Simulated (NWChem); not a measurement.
A calculation on nitrogen trifluoride (F$_{3}$N)

SMILES: FN(F)F
```xyz
4

F      0.6162    -0.1189     1.0658
N     -0.0032     0.4745     0.0000
F      0.6162    -0.1189    -1.0658
F     -1.2298    -0.1314     0.0000
```
Charge 0, spin multiplicity 1.

Everything below was run with NWChem. Structure: optimised with B3LYP/def2-SVP, a minimum by its harmonic frequencies.

No SCF solution was tested for a lower state.

Worked example. At M06-2X/def2-TZVP the parent has a total energy of -354.11486 Ha and the doublet with one electron less, at the same geometry, -353.60923 Ha. The vertical ionisation energy is their difference.

ΔE = -353.60923 − (-354.11486) = 0.50563 Ha. Times 27.2114 eV/Ha this is 13.76 eV, or 1328 kJ/mol; λ = 1239.84/13.76 = 90.1 nm. No relaxation of the ion's geometry and no zero-point term enter.
